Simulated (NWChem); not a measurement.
**Run times for AlH5O (Al(H2O)H3)**

AlH5O has 7 atoms, charge 0, and is taken as a singlet. As SMILES, `[H][Al]([H])([H])<-[OH2]`. The shape comes from GFN2-xTB, which is rough for such elements, and wasn't checked as a minimum.

```xyz
7

Al    0.0382   -0.0633   -0.8780
O    -0.0249    0.0381    1.0091
H    -0.7347   -0.3195    1.5558
H     0.5880    0.5682    1.5313
H     1.6072   -0.0401   -0.9784
H    -0.7357    1.2458   -1.2695
H    -0.7379   -1.4292   -0.9703
```

Program: NWChem 7.3.0. Hardware: 1 thread of Intel Xeon 6975P-C (Granite Rapids), shared host, so times are rough. Two-electron integrals are exact unless an approximation is named.

(1) Estimate their order by wall time, quickest first.
A. gradient at HF/def2-SVP
B. gradient at HF/STO-3G
C. gradient at HF/def2-SVPD
D. gradient at wB97X/def2-SVP, grid xfine

Answers

(1) B (0.99 s), A (3 s), C (7.5 s), D (23 s).
